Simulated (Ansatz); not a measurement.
# CH4BN (SMILES BN=C): single points off equilibrium

Aim: energy, forces and dipole at a structure displaced at random from a GFN2-xTB minimum, from CCSD(T) and from density functionals.

Computed with Ansatz 0.2.0, Gaussian basis. Level: single points in def2-TZVPP.

Correlated methods freeze the cores. B3LYP uses VWN-RPA correlation.

## Step 1: The starting structure

SMILES `BN=C`, 7 atoms, charge 0, spin multiplicity 1.

Atoms are counted from 1 here; the program's logs count them from 0.

Bond lengths: B1–N2 1.490 Å, B1–H4 0.996 Å, B1–H5 1.152 Å, N2–C3 1.235 Å, C3–H6 1.164 Å, C3–H7 1.099 Å. Angles: N2–B1–H4 124.3°, N2–B1–H5 105.8°, H4–B1–H5 128.4°, B1–N2–C3 168.7°, N2–C3–H6 116.7°, N2–C3–H7 121.9°, H6–C3–H7 120.9°.

Geometry (Å):

```
B    -1.06880    0.28340   -0.81350
N     0.15940    0.03320   -0.00860
C     1.04530   -0.35130    0.76050
H    -1.95620   -0.12650   -0.62440
H    -0.82650    1.19130   -1.48030
H     1.71480   -1.22770    0.38910
H     1.11270    0.01070    1.79570
```

## Step 2: CCSD(T)/def2-TZVPP

run/in.yaml reads:

```yaml
crystal:
  periodic: [false, false, false]
  atoms:
    - {symbol: B, position_ang: [-1.068800, 0.283400, -0.813500]}
    - {symbol: N, position_ang: [0.159400, 0.033200, -0.008600]}
    - {symbol: C, position_ang: [1.045300, -0.351300, 0.760500]}
    - {symbol: H, position_ang: [-1.956200, -0.126500, -0.624400]}
    - {symbol: H, position_ang: [-0.826500, 1.191300, -1.480300]}
    - {symbol: H, position_ang: [1.714800, -1.227700, 0.389100]}
    - {symbol: H, position_ang: [1.112700, 0.010700, 1.795700]}
basis:
  gaussian: {orbitals: def2-TZVPP}
correlation: {method: ccsd_t}
output: {forces: true}
```

No record of the launch command was kept for these runs.

## Step 3: PBE0-D4/def2-TZVPP

run/in.yaml, as its differences from that of step 2:

```diff
@@ -12,3 +12,3 @@
   gaussian: {orbitals: def2-TZVPP}
-correlation: {method: ccsd_t}
-output: {forces: true}
+hamiltonian: {xc: pbe0, dispersion: d4}
+output: {forces: true, orbitals: {seedname: orbitals}}
```

## Step 4: wB97M-V/def2-TZVPP

run/in.yaml, as its differences from that of step 3:

```diff
@@ -12,3 +12,3 @@
   gaussian: {orbitals: def2-TZVPP}
-hamiltonian: {xc: pbe0, dispersion: d4}
-output: {forces: true, orbitals: {seedname: orbitals}}
+hamiltonian: {xc: {name: wB97M-V}}
+output: {forces: true}
```

## Step 5: r2SCAN-D4/def2-TZVPP

run/in.yaml, as its differences from that of step 4:

```diff
@@ -12,3 +12,3 @@
   gaussian: {orbitals: def2-TZVPP}
-hamiltonian: {xc: {name: wB97M-V}}
+hamiltonian: {xc: r2scan, dispersion: d4}
 output: {forces: true}
```

## Step 6: PBE-D4/def2-TZVPP

run/in.yaml, as its differences from that of step 5:

```diff
@@ -12,3 +12,3 @@
   gaussian: {orbitals: def2-TZVPP}
-hamiltonian: {xc: r2scan, dispersion: d4}
+hamiltonian: {xc: pbe, dispersion: d4}
 output: {forces: true}
```

## Step 7: B3LYP-D4/def2-TZVPP

run/in.yaml, as its differences from that of step 6:

```diff
@@ -12,3 +12,3 @@
   gaussian: {orbitals: def2-TZVPP}
-hamiltonian: {xc: pbe, dispersion: d4}
+hamiltonian: {xc: {name: B3LYP}, dispersion: d4}
 output: {forces: true}
```

## Step 8: LC-wPBE/def2-TZVPP

run/in.yaml, as its differences from that of step 7:

```diff
@@ -12,3 +12,3 @@
   gaussian: {orbitals: def2-TZVPP}
-hamiltonian: {xc: {name: B3LYP}, dispersion: d4}
+hamiltonian: {xc: {name: LC-wPBE}}
 output: {forces: true}
```

(Steps that only read results are left out.)

**Question.** What will these runs give? Wanted: energy less free atoms, CCSD(T)/def2-TZVPP; RMS force component; RMS force error; HOMO and LUMO, PBE0-D4; T1 diagnostic.

**Answer**, as computed:

| quantity | value |
| --- | --- |
| energy less free atoms, CCSD(T)/def2-TZVPP | -25.601 eV |
| RMS force component | 3.141 to 3.243 eV/Å over the methods |
| RMS force error | PBE0-D4 0.324, wB97M-V 0.271, r2SCAN-D4 0.259, PBE-D4 0.194, B3LYP-D4 0.290, LC-wPBE 0.337 eV/Å |
| HOMO and LUMO, PBE0-D4 | -7.28 and -0.72 eV |
| T1 diagnostic | 0.019 |

**Reading.** Against CCSD(T) the functionals' energies less atoms differ by -1.709 to -0.739 eV, PBE-D4 by -1.709 eV. CCSD(T) in triple zeta still lacks some correlation energy of the bonds, so part of these gaps is its own basis error and they don't rank the functionals. The forces of PBE-D4 come nearest to CCSD(T), those of LC-wPBE are farthest. Frozen-core CCSD(T) forces in triple zeta carry basis errors of their own, and this is one geometry, so small gaps rank nothing.
